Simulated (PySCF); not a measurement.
Vertical excitation energies

Compound: C2H2.
SMILES: `C#C`

Method used: TDDFT CAM-B3LYP/def2-SVPD, vertical, gas phase, core orbitals frozen in the response in PySCF 2.14.0, density-fitted response routines. Geometry: PBE0-D3(BJ)/def2-SVP; no solvent, vibrations or thermal averaging.

**Question.** Predict the UV-vis stick spectrum at this level.

**Answer.** 

```
state  E (eV)  λ (nm)       f  |μ| (D)  symmetry  main configurations (H = HOMO, L = LUMO)
   S1    6.56   189.1  0.0000     0.00         –                      H-1/H→L+1/L+2 (≥94%)
   S2    6.84   181.2  0.0000     0.01         –                      H-1/H→L+1/L+2 (≥87%)
   S3    6.84   181.2  0.0000     0.01         –                      H-1/H→L+1/L+2 (≥87%)
   S4    8.31   149.2   0.101     1.79        Πu                             H-1/H→L (99%)
   S5    8.31   149.2   0.101     1.79        Πu                             H-1/H→L (99%)
   S6    8.68   142.9  0.0000     0.00         –                           H-1/H→L+3 (98%)
   S7    8.68   142.9  0.0000     0.00         –                           H-1/H→L+3 (98%)
   S8    9.93   124.8   0.032     0.92        Πu                           H-1/H→L+4 (98%)
   S9    9.93   124.8   0.031     0.91        Πu                           H-1/H→L+4 (98%)
  S10   10.30   120.4   0.861     4.70       Σu+                      H-1/H→L+1/L+2 (≥88%)
```

Triplets, Tamm–Dancoff:

```
state  E (eV)  λ (nm)  main configurations (H = HOMO, L = LUMO)
   T1    5.31   233.4                      H-1/H→L+1/L+2 (≥91%)
   T2    5.85   211.8                      H-1/H→L+1/L+2 (≥87%)
   T3    5.85   211.8                      H-1/H→L+1/L+2 (≥87%)
```

The lowest singlet lies at 6.56 eV (189 nm, vacuum ultraviolet) and is dark (f under 0.0005); its leading configuration is HOMO-1/HOMO→LUMO+1/LUMO+2 (≥94%). The strongest level in the table is S10 at 10.30 eV (120 nm, f = 0.861). It is the last of those listed, so stronger ones may follow. S2/S3, S4/S5, S6/S7 and S8/S9 lie within about 0.01 eV of each other in each set; the point group D∞h has degenerate representations, and within a degenerate level the listed configurations can mix freely. Löwdin shares by element: HOMO (one of a set within 0.03 eV) carbon 91%, hydrogen 9%; LUMO carbon 85%, hydrogen 15%. Weighted by f, the mean energy of these states is 9.92 eV. Of the 10 states listed, 5 reach f = 0.01 and 5 stay under 0.0005. The oscillator strengths of these states sum to 1.126; summed over the whole spectrum of an exact calculation they would give the number of electrons, 14 (Thomas–Reiche–Kuhn). All these states lie below the vertical ionisation energy of 11.35 eV (ΔSCF). Symmetry labels in D∞h follow from the direction of the transition dipole and are given only for states with f of 0.002 or more. Orbitals of the list HOMO-3 to LUMO+2 that lie within 0.01 eV of each other are written together with a slash and their weights summed (≥ marks a lower bound); for degenerate orbitals outside that list single weights are arbitrary. Singlets were solved by full linear response, triplets in the Tamm–Dancoff approximation.

The run took 2.8 s wall on AMD EPYC 7R43, one thread (shared host), and the process peaked at 0.28 GiB of memory.
